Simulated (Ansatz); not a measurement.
# triplet C3H4O: levels of theory compared

We compute a comparison of 3 runs (U-wB97X/cc-pVDZ, UPBE/cc-pVDZ, UBCCD(T)/cc-pVDZ) of triplet C3H4O. 

Program for the calculation: Ansatz 0.2.0.

35 further runs of the same task are left out: 35 set aside as unsound or not needed.

## Step 1: The structure to begin with

C3H4O: 8 atoms, total charge 0, spin state triplet. SMILES of the parent species: `CC=C=O`. Geometry: relaxed at PBE0-D4/def2-TZVP. That shape belongs to the parent species and isn't relaxed for this state.

Bond lengths: C1–C2 1.502 Å, C2–C3 1.308 Å, C3–O4 1.160 Å, C1–H5 1.093 Å, C1–H6 1.093 Å, C1–H7 1.090 Å, C2–H8 1.084 Å. Angles: C1–C2–C3 123.5°, C2–C3–O4 179.9°, C1–C2–H8 121.0°, C3–C2–H8 115.6°, C2–C1–H5 111.1°, C2–C1–H6 111.1°, C2–C1–H7 111.3°, H5–C1–H6 107.9°, H5–C1–H7 107.7°, H6–C1–H7 107.7°.

## Step 2: A single-point energy at U-wB97X/cc-pVDZ (run 1)

Input file in.yaml:

```yaml
crystal:
  periodic: [false, false, false]
  atoms:
    - {symbol: C, position_ang: [-0.527260, 0.797080, -0.183660]}
    - {symbol: C, position_ang: [-0.086970, -0.563690, 0.274760]}
    - {symbol: C, position_ang: [1.122630, -1.027770, 0.097370]}
    - {symbol: O, position_ang: [2.196540, -1.437400, -0.061070]}
    - {symbol: H, position_ang: [-1.351730, 0.723880, -0.897750]}
    - {symbol: H, position_ang: [-0.866500, 1.405090, 0.659100]}
    - {symbol: H, position_ang: [0.287360, 1.332930, -0.671970]}
    - {symbol: H, position_ang: [-0.774070, -1.230150, 0.783200]}
basis:
  gaussian:
    orbitals: cc-pVDZ
magnetization:
  spin_polarized: true
  initial_magnetization: 2
hamiltonian:
  xc: {name: wB97X}
accuracy: high
output: {orbitals: {seedname: orbitals}}
```

The run is started by

```console
ansatz run in.yaml --threads 1 --pin off --max-ram 3480MiB --events-out events.jsonl --progress --plain --runs-dir runs
```

Log:

```text
Warning: RAYON_NUM_THREADS=1 ignored (pool sized by the plan → 1); use --threads N
Functional definition: wB97X
  name "wB97X"
  parameter omega = 0.3/bohr
  parameter cx = 0.157706
  parameter cx1 = 0.726479
  parameter cx2 = 1.04760
  parameter cx3 = -5.70635
  parameter cx4 = 13.2794
  parameter css1 = -4.33879
  parameter css2 = 18.2308
  parameter css3 = -31.7430
  parameter css4 = 17.2901
  parameter cos1 = 2.37031
  parameter cos2 = -11.3995
  parameter cos3 = 6.58405
  parameter cos4 = -3.78132
  exchange = spin_sum(e_x_unif_sr(omega)*poly(b97_u_x, 1 - cx, cx1, cx2, cx3, cx4)) + cx*exact_x_sr(omega)
      + exact_x_lr(omega)
  correlation = spin_sum(e_c_pw_same_spin*poly(b97_u_same, 1, css1, css2, css3, css4))
      + integral(e_c_pw_opposite_spin*poly(b97_u_opposite, 1, cos1, cos2, cos3, cos4))
1742 factors; integrals over basis functions are off by at most 3.1e-9 eV
319 factors; integrals over basis functions are off by at most 1.8e-9 eV
mean field evaluation 1: about -5215.0323 eV, gradient 2.4e1 eV
mean field evaluation 2: about -5215.5100 eV, gradient 2.5e1 eV
mean field evaluation 4: about -5217.5814 eV, gradient 1.3e0 eV
mean field evaluation 8: about -5217.7629 eV, gradient 4.5e-2 eV
mean field evaluation 16: about -5217.7630 eV, gradient 4.4e-4 eV
mean field evaluation 32: about -5217.7630 eV, gradient 1.6e-7 eV
mean field -5217.76295817 eV, -191.7492519859 hartree, gradient 6.3e-8 eV, S^2 2.011758; 0 other end points of the search recorded, 0 dependent functions left out
reference -5217.76295609 eV, -191.7492519096 hartree; 16, 14 occupied and 60, 62 virtual orbitals, 1742 factors
Total energy: -5217.76295609 eV, -191.7492519096 hartree
```

Wall time 14 s (1 thread of AMD EPYC 9R45 (Zen 5), shared host); peak memory 0.64 GiB.

## Step 3: A single-point energy at UPBE/cc-pVDZ (run 2)

Input file input.yaml:

```yaml
crystal:
  periodic: [false, false, false]
  atoms:
    - symbol: C
      position_ang: [-0.527260, 0.797080, -0.183660]
    - symbol: C
      position_ang: [-0.086970, -0.563690, 0.274760]
    - symbol: C
      position_ang: [1.122630, -1.027770, 0.097370]
    - symbol: O
      position_ang: [2.196540, -1.437400, -0.061070]
    - symbol: H
      position_ang: [-1.351730, 0.723880, -0.897750]
    - symbol: H
      position_ang: [-0.866500, 1.405090, 0.659100]
    - symbol: H
      position_ang: [0.287360, 1.332930, -0.671970]
    - symbol: H
      position_ang: [-0.774070, -1.230150, 0.783200]
basis:
  gaussian:
    orbitals: cc-pVDZ
total_charge: 0
magnetization:
  spin_polarized: true
  initial_magnetization: 2
hamiltonian:
  xc: pbe
accuracy: high
output:
  orbitals: {seedname: orbitals}
```

The run is started by

```console
ansatz run input.yaml --threads 1 --pin off --max-ram 3480MiB --events-out events.jsonl --progress --plain --runs-dir runs
```

Log:

```text
Warning: RAYON_NUM_THREADS=1 ignored (pool sized by the plan → 1); use --threads N
Functional definition: PBE
  name "PBE"
  parameter kappa = 0.804
  parameter beta = 0.06672455060314922
  exchange = pbe_x(kappa = kappa, mu = beta*pi^2/3)
  correlation = pbe_c(beta = beta)
1742 factors; integrals over basis functions are off by at most 3.1e-9 eV
mean field evaluation 1: about -5206.1256 eV, gradient 3.7e1 eV
mean field evaluation 2: about -5200.7405 eV, gradient 4.8e1 eV
mean field evaluation 4: about -5212.6997 eV, gradient 7.1e0 eV
mean field evaluation 8: about -5212.8983 eV, gradient 1.1e-1 eV
mean field evaluation 16: about -5212.8984 eV, gradient 3.0e-5 eV
mean field -5212.89837522 eV, -191.5704818599 hartree, gradient 6.8e-8 eV, S^2 2.003452; 0 other end points of the search recorded, 0 dependent functions left out
reference -5212.89837808 eV, -191.5704819651 hartree; 16, 14 occupied and 60, 62 virtual orbitals, 1742 factors
Total energy: -5212.89837808 eV, -191.5704819651 hartree
```

It took 2.4 s on 1 thread of AMD EPYC 9R45 (Zen 5), shared host; peak memory 0.25 GiB.

## Step 4: A single-point energy at UBCCD(T)/cc-pVDZ (run 3)

Input file run.yaml:

```yaml
crystal:
  periodic: [false, false, false]
  atoms:
    - {symbol: C, position_ang: [-0.527260, 0.797080, -0.183660]}
    - {symbol: C, position_ang: [-0.086970, -0.563690, 0.274760]}
    - {symbol: C, position_ang: [1.122630, -1.027770, 0.097370]}
    - {symbol: O, position_ang: [2.196540, -1.437400, -0.061070]}
    - {symbol: H, position_ang: [-1.351730, 0.723880, -0.897750]}
    - {symbol: H, position_ang: [-0.866500, 1.405090, 0.659100]}
    - {symbol: H, position_ang: [0.287360, 1.332930, -0.671970]}
    - {symbol: H, position_ang: [-0.774070, -1.230150, 0.783200]}
basis:
  gaussian:
    orbitals: cc-pVDZ
correlation:
  method: bccd_t
  frozen_orbitals: {C: 1, H: 0, O: 1}
magnetization:
  spin_polarized: true
  initial_magnetization: 2
scf:
  omitted_lower_state_checks: [cluster_reference, increment]
accuracy: high
```

The run is started by

```console
ansatz run run.yaml --threads 1 --pin off --max-ram 3480MiB --events-out events.jsonl --progress --plain --runs-dir runs
```

Log (excerpt; [...] marks lines left out):

```text
Warning: RAYON_NUM_THREADS=1 ignored (pool sized by the plan → 1); use --threads N
Functional definition: HF
  name "HF"
[...]
1742 factors; integrals over basis functions are off by at most 3.1e-9 eV
[...]
mean field -5188.54143081 eV, -190.6753806625 hartree, gradient 1.9e-8 eV, S^2 2.050029; 0 other end points of the search recorded, 0 dependent functions left out
4 core orbitals not correlated: weight in the atoms' cores, before any rotation towards them, 1.000 or more for the frozen orbitals, at most 0.000 for the correlated occupied ones
reference -5188.54143081 eV, -190.6753806625 hartree; 12, 10 occupied and 60, 62 virtual orbitals, 1742 factors
second order -14.66738458 eV of doubles, -0.00000000 eV of singles
cycle   1  -15.19900774 eV  change   -5.3e-1 eV  update   1.0e-1
[...]
cycle  27  -15.71488025 eV  change   3.0e-10 eV  update   2.2e-9
perturbative correction -0.55087314 eV, -0.0202442144 hartree
Total energy: -5204.80718420 eV, -191.2731360743 hartree
Checks for a lower state left out: cluster_reference, increment
```

Run time: 20 s. Hardware: 1 thread of AMD EPYC 9R45 (Zen 5), shared host; peak memory 0.98 GiB.

## Step 5: All runs side by side

| run | level | frozen core orbitals | energy (Eh) | HOMO energy (eV) | ⟨S²⟩ | wall time |
| --- | --- | --- | --- | --- | --- | --- |
| 1 | U-wB97X/cc-pVDZ | – | -191.749252 | -5.26 | 2.012 | 14 s |
| 2 | UPBE/cc-pVDZ | – | -191.570482 | -1.64 | 2.003 | 2.4 s |
| 3 | UBCCD(T)/cc-pVDZ | 4 | -191.273136 | – | 2.050 | 20 s |

## Step 6: Outcome

| quantity | value |
| --- | --- |
| run 3: total energy | -191.27314 Eh |
| run 3: correlation energy (4 core orbitals frozen) | -597.8 mEh |
| run 3: (T) correction | -20.24 mEh |
| run 3: ⟨S²⟩ of the reference determinant | 2.050 |

What this shows: Totals of different functionals can't be ranked against each other. All runs together took 36 s, the longest 20 s.
